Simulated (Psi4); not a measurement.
**UCCSD(T)/3-21G (sweep point 2) run of CClF2 (chlorodifluoromethyl radical)**

What is the vertical doublet–quartet gap of CClF2 (chlorodifluoromethyl radical) at UCCSD(T)/3-21G (sweep point 2)? Input form: a Python script.

The results are computed with Psi4 1.11.

## (1) Starting point

CClF2: 4 atoms, total charge 0, spin state doublet. As SMILES, `F[C](F)Cl`. Geometry: relaxed at PBE0-D4/def2-TZVP.

Bond lengths: F1–C2 1.315 Å, C2–F3 1.315 Å, C2–Cl4 1.719 Å. Angles: F1–C2–F3 110.6°, F1–C2–Cl4 114.1°, F3–C2–Cl4 114.1°.

## (2) The energy at UCCSD(T)/3-21G (sweep point 2)

cclf2.py reads:

```python
import psi4

psi4.set_memory(1600000000)
psi4.set_num_threads(1)
psi4.core.set_output_file('psi4.out', False)

geom = psi4.geometry("""
0 2
F      0.026200     0.169300     1.294600
C     -0.230600    -0.190200     0.056400
F      0.573000    -1.160700    -0.318600
Cl    -0.313000     1.121200    -1.052700
units angstrom
symmetry c1
""")

options = {'basis': '3-21G', 'reference': 'uhf', 'puream': True, 'scf_type': 'pk', 'num_frozen_docc': 8, 'maxiter': 150}
psi4.set_options(options)

e = psi4.energy("ccsd(t)", molecule=geom)
print(f'ccsd(t) energy: {e:.10f} Eh')
```

Command:

```
python cclf2.py
```

psi4.out:

```text
[...]
  Running in c1 symmetry.
[...]
  Nuclear repulsion =  158.060087509734217
[...]
  Multiplicity = 2
[...]
  Nalpha       = 21
  Nbeta        = 20
[...]
    Number of basis functions: 40
[...]
   @UHF iter   1:  -692.58313335197511   -2.76622e-01   1.01193e-02 DIIS/ADIIS
[...]
   @UHF iter  15:  -692.67540400279609    5.68434e-13   4.36420e-09 DIIS
[...]
   @S^2 Observed:                7.556975351E-01
[...]
    Orbital Energies [Eh]
    ---------------------
    Alpha Occupied:
       1A   -104.145880     2A    -26.242222     3A    -26.241700
       4A    -11.452853     5A    -10.547036     6A     -8.011918
       7A     -8.005915     8A     -8.005204     9A     -1.737502
      10A     -1.663098    11A     -1.209763    12A     -0.940670
      13A     -0.817831    14A     -0.810738    15A     -0.789720
      16A     -0.713482    17A     -0.669525    18A     -0.633266
      19A     -0.537047    20A     -0.512207    21A     -0.431200
    Alpha Virtual:
      22A      0.191537    23A      0.351532    24A      0.394526
      25A      0.674086    26A      0.750004    27A      0.767236
[...]
  @UHF Final Energy:  -692.67540400279609
   => Energetics <=
    Nuclear Repulsion Energy =            158.0600875097342168
    One-Electron Energy =               -1274.0116472311633515
    Two-Electron Energy =                 423.2761557186329355
    Total Energy =                       -692.6754040027960855
  UHF NO Occupations:
  HONO-2 :   19  A 1.9992898
  HONO-1 :   20  A 1.9989384
[...]
 Multipole Moments:
 ------------------------------------------------------------------------------------
     Multipole            Electronic (a.u.)      Nuclear  (a.u.)        Total (a.u.)
 ------------------------------------------------------------------------------------
 L = 1.  Multiply by 2.5417464519 to convert [e a0] to [Debye]
 Dipole X            :          0.1326316           -0.3555241           -0.2228925
 Dipole Y            :         -0.5231174            0.5054493           -0.0176681
 Dipole Z            :          0.4761991           -0.5372316           -0.0610325
 Magnitude           :                                                    0.2317718
[...]
      * MP2 total energy                      = -693.028004348263721
[...]
      * CCSD total energy                     = -693.038919214042153
[...]
      * CCSD(T) total energy                     = -693.046475483399831
```

Standard output:

```text
ccsd(t) energy: -693.0464754834 Eh
```

Wall time 8.7 s (1 thread of Intel Xeon at 2.70GHz, shared host); peak memory 0.2 GiB.

## (3) The quartet

job.py reads:

```python
import psi4

psi4.set_memory('1600 MB')
psi4.set_num_threads(1)
psi4.set_output_file('output.dat', False)

geom = psi4.geometry("""
0 4
F      0.026200     0.169300     1.294600
C     -0.230600    -0.190200     0.056400
F      0.573000    -1.160700    -0.318600
Cl    -0.313000     1.121200    -1.052700
units angstrom
symmetry c1
""")

psi4.set_options(dict(basis='3-21G', reference='uhf', puream=True, scf_type='pk', num_frozen_docc=8, maxiter=150))

e_tot = psi4.energy("ccsd(t)")
print('E =', round(e_tot, 9))
```

Command:

```
python job.py
```

output.dat:

```text
[...]
  Running in c1 symmetry.
[...]
  Nuclear repulsion =  158.060087509734217
[...]
  Multiplicity = 4
[...]
  Nalpha       = 22
  Nbeta        = 19
[...]
    Number of basis functions: 40
[...]
   @UHF iter   1:  -692.31351688062068   -7.00504e-03   7.83343e-03 DIIS/ADIIS
[...]
   @UHF iter  14:  -692.37755332653489   -1.13687e-13   6.13226e-09 DIIS
[...]
   @S^2 Observed:                3.758159430E+00
[...]
    Orbital Energies [Eh]
    ---------------------
    Alpha Occupied:
       1A   -104.219465     2A    -26.179389     3A    -26.178869
       4A    -11.298638     5A    -10.621166     6A     -8.098640
       7A     -8.082103     8A     -8.073644     9A     -1.680595
      10A     -1.607370    11A     -1.292808    12A     -0.934047
      13A     -0.792288    14A     -0.766247    15A     -0.766021
      16A     -0.674986    17A     -0.642247    18A     -0.637799
      19A     -0.611504    20A     -0.593523    21A     -0.416416
      22A     -0.201464
    Alpha Virtual:
      23A      0.380181    24A      0.443489    25A      0.617364
[...]
  @UHF Final Energy:  -692.37755332653489
   => Energetics <=
    Nuclear Repulsion Energy =            158.0600875097342168
    One-Electron Energy =               -1274.3259319923527073
    Two-Electron Energy =                 423.8882911560834827
    Total Energy =                       -692.3775533265348940
  UHF NO Occupations:
  HONO-2 :   20  A 1.0000000
  HONO-1 :   21  A 1.0000000
[...]
 Multipole Moments:
 ------------------------------------------------------------------------------------
     Multipole            Electronic (a.u.)      Nuclear  (a.u.)        Total (a.u.)
 ------------------------------------------------------------------------------------
 L = 1.  Multiply by 2.5417464519 to convert [e a0] to [Debye]
 Dipole X            :         -0.0495641           -0.3555241           -0.4050882
 Dipole Y            :          0.0418452            0.5054493            0.5472945
 Dipole Z            :         -0.0513405           -0.5372316           -0.5885722
 Magnitude           :                                                    0.9000250
[...]
      * MP2 total energy                      = -692.700966556681124
[...]
      * CCSD total energy                     = -692.714217320231000
[...]
      * CCSD(T) total energy                     = -692.720296882643765
```

Standard output:

```text
E = -692.720296883
```

It took 10 s on 1 thread of Intel Xeon at 2.70GHz, shared host; peak memory 0.2 GiB.

## (4) Results

Level: UCCSD(T)/3-21G (sweep point 2), 8 core orbitals frozen.

| quantity | value |
| --- | --- |
| doublet: total energy | -693.04648 Eh |
| doublet: HOMO energy (Hartree–Fock orbitals) (highest over α and β) | -11.73 eV |
| doublet: LUMO energy (Hartree–Fock orbitals) (lowest over α and β) | 2.58 eV |
| doublet: correlation energy (8 core orbitals frozen) | -371.1 mEh |
| doublet: (T) correction | -7.56 mEh |
| doublet: ⟨S²⟩ of the reference determinant | 0.756 |
| doublet: T1 diagnostic | 0.019 |
| quartet: total energy | -692.72030 Eh |
| quartet: HOMO energy (Hartree–Fock orbitals) (highest over α and β) | -5.48 eV |
| quartet: LUMO energy (Hartree–Fock orbitals) (lowest over α and β) | -2.79 eV |
| quartet: correlation energy (8 core orbitals frozen) | -342.7 mEh |
| quartet: (T) correction | -6.08 mEh |
| quartet: ⟨S²⟩ of the reference determinant | 3.758 |
| quartet: T1 diagnostic | 0.023 |
| vertical energy of the quartet above the doublet | 8.876 eV |

**Reading.** At this shape the quartet lies 8.88 eV (856 kJ/mol) above the doublet. The triples (doublet) make up 2.0 % of the correlation energy. The triples (quartet) make up 1.8 % of the correlation energy.
